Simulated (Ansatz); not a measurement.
**HSO2 (quartet): from a generated start to a stationary point**

Where does this start of HSO2 (quartet) end when it is relaxed?

Computed with Ansatz 0.2.0, Gaussian basis. Level: UKS PBE0/def2-TZVP.

### 1 Starting geometry

4 atoms, charge 0, spin multiplicity 4.

Atoms are counted from 1 here; the program's logs count them from 0.

Bond lengths: O1–S2 1.865 Å, O1–H4 0.961 Å, S2–O3 1.516 Å. Angles: S2–O1–H4 108.7°, O1–S2–O3 178.3°.

The start was built by rule and, where that kept it together, relaxed with GFN2-xTB. Sticks and bond lists go by distance. 

### 2 The run

in.yaml

```yaml
crystal:
  periodic: [false, false, false]
  atoms:
    - {symbol: O, position_ang: [-1.217517, -0.298406, -0.003085]}
    - {symbol: S, position_ang: [0.643759, -0.173550, -0.001242]}
    - {symbol: O, position_ang: [2.159044, -0.117571, -0.000350]}
    - {symbol: H, position_ang: [-1.585286, 0.589528, 0.004677]}
basis:
  gaussian: {orbitals: def2-TZVP}
magnetization: {spin_polarized: true, initial_magnetization: 3}
hamiltonian: {xc: pbe0}
relax: {f_tol: 0.004, max_steps: 80}
```

Run with:

```console
> ansatz run in.yaml --threads 1 --pin off --events-out ev --progress --plain --max-ram 2176MiB
```

Q: Predict the outcome of this session. Wanted: energy gained; shift from the start; total energy; dipole moment; ⟨S²⟩.

The runs gave:

```
                  quantity           value
                     steps              18
             energy gained        0.295 eV
shift from the start (rms)         0.682 Å
              total energy  -14935.8293 eV
             dipole moment          3.18 D
                      ⟨S²⟩           3.763
```

What this shows: By distance, O1–S2 opened. O1–S2 went from 1.865 to 3.156 Å. No vibrations were run, so this is a stationary point, not a proven minimum, and this spin need not be the ground state's.
